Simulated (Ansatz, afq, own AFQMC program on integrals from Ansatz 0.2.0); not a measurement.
**CH3B, singlet in cc-pVDZ, levels against CCSDT(Q)**

```yaml
atoms:
  - { symbol: B, position_ang: [-0.7437, 0.0068, 0.0059] }
  - { symbol: C, position_ang: [0.4592, -0.0042, -0.0037] }
  - { symbol: H, position_ang: [0.8256, -1.0390, -0.0014] }
  - { symbol: H, position_ang: [0.8470, 0.5124, 0.8839] }
  - { symbol: H, position_ang: [0.8327, 0.5035, -0.9024] }
```

Connectivity, by distances: B–CH3.

Basis cc-pVDZ. Noble-gas cores (and the filled d shells of Ga–Kr and In–Xe) are frozen. Integrals, coupled cluster, full CI and functionals: Ansatz 0.2.0; the random walks run on the same integrals in our own AFQMC program. The CISD trial takes its coefficients from CCSD amplitudes. Released means that phaseless walkers are propagated on without the constraint, phases kept. Uncertainties: one standard error, sampling alone.

Determinant: RHF, the one that the program's search chose, which needn't be the lowest solution. The geometry is a point of a scan.

No full CI on the walks' own integrals is used here; CCSDT(Q) serves as the reference and is uncertain by about the last step of the cluster series.

Cautions: restricted determinant unstable towards unrestricted (UHF 16 meV lower, ⟨S²⟩ 0.16).

- T1 diagnostic: 0.0106
- weight of the determinant in the CISD state: 0.883
- size of the correlated space: 10 electrons in 41 orbitals

Reference: CCSDT(Q), correlation energy -6.685 eV. The released energy is read at 2.40 1/Eh (meV from the phaseless value at times in 1/Eh: -26 ± 14 at 0.24, -27 ± 11 at 0.51, -2 ± 10 at 0.99, 22 ± 12 at 1.62, 4 ± 12 at 2.40).

```tsv
level	E − E(reference) (mEh)	share of correlation (%)
HF	245.65	0.00
MP2	41.15	83.25
CCSD	7.87	96.80
CCSD(T)	1.09	99.55
CCSDT	0.35	99.86
ph-AFQMC/CISD	-0.03 ± 0.47	100.01
released AFQMC	0.14 ± 0.42	99.94
```

A walk keeps the symmetry of its determinant, which the program's search chose and which needn't be the lowest solution, so a lower state of the same spin and another symmetry isn't excluded. Released energies are given only where the last usable release times agree within the noise; a slower fall can still hide under it.
